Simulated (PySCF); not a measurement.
Molecule: `[O+]#CCC(F)F`, [C3H3F2O]+.

Geometry (Å), atoms numbered from 1 in this order:
```xyz
9

O     2.511   -0.563   -0.047
C     1.521   -0.046   -0.059
C     0.250    0.589   -0.059
C    -0.940   -0.438   -0.021
F    -0.657   -1.334    0.924
F    -2.011    0.262    0.301
H     0.208    1.202    0.865
H     0.198    1.266   -0.934
H    -1.082   -0.939   -0.994
```

Total charge +1.

Geometry PBE0-D3(BJ)/def2-SVP throughout; GIAO in PySCF 2.14.0 with density-fitted response routines, gas phase, one conformer, non-relativistic; equivalent atoms averaged; basis pcSseg-2.

Question: How do the absolute shieldings σ depend on the functional? (ppm; last column core-seconds on shared hosts with different chips, so compare them loosely; the GGAs took longer than the global hybrids here, which isn't the general rule, and the cause wasn't traced)

Answer: 
```
functional                    kind     O1    C2    C4     C3  F5/F6     H9  H7/H8  core-s
        HF            Hartree–Fock  -36.8  23.9  92.8  170.4  330.2  25.44  27.34      12
       LDA                     LDA  -47.4  20.1  55.0  157.5  239.6  23.58  26.22      24
       PBE                     GGA  -40.5  23.5  57.6  157.1  242.0  24.08  26.71      52
      BLYP                     GGA  -42.9  20.0  52.9  152.6  241.5  24.27  26.93      31
      BP86                     GGA  -40.3  23.9  57.7  156.8  244.2  24.14  26.77      30
      OPBE                     GGA  -26.7  31.6  66.4  162.8  251.5  24.15  26.71      30
       KT2                     GGA  -25.0  34.8  65.0  161.1  244.0  24.09  26.71      26
       KT3                     GGA  -20.9  34.3  65.3  160.2  248.6  24.32  26.88      26
     B97-D                     GGA  -29.1  26.9  60.2  157.3  251.8  24.34  26.94      26
     B3LYP           global hybrid  -42.0  20.5  62.0  156.4  268.4  24.54  26.95      19
      PBE0           global hybrid  -39.3  24.0  68.4  161.4  274.7  24.46  26.81      20
  mPW1PW91           global hybrid  -40.2  23.3  67.8  160.7  275.7  24.52  26.85      19
      WP04           global hybrid  -42.3  13.4  52.6  148.2  270.9  24.80  27.00      24
     B97-2           global hybrid  -32.3  26.3  68.6  161.2  275.2  24.57  26.93      24
 BHandHLYP           global hybrid  -41.1  21.0  74.1  161.6  296.5  24.87  27.03      22
 CAM-B3LYP  range-separated hybrid  -39.9  20.6  66.3  158.5  280.9  24.56  26.90      38
   wB97X-D  range-separated hybrid  -40.9  23.2  69.4  160.5  283.5  24.65  26.95      30
   LC-wPBE  range-separated hybrid  -33.6  22.6  71.6  162.8  291.7  24.62  26.91      42
```

Question: Which nucleus moves most, in ppm?

Answer: F5/F6 (fluorine of a CF2 group): from 239.6 ppm with LDA to 330.2 ppm with HF. The smallest spread is 1.12 ppm, at H7/H8. Proton shifts span only some 12 ppm, so a few tenths of a ppm matter as much there as several ppm in carbon.
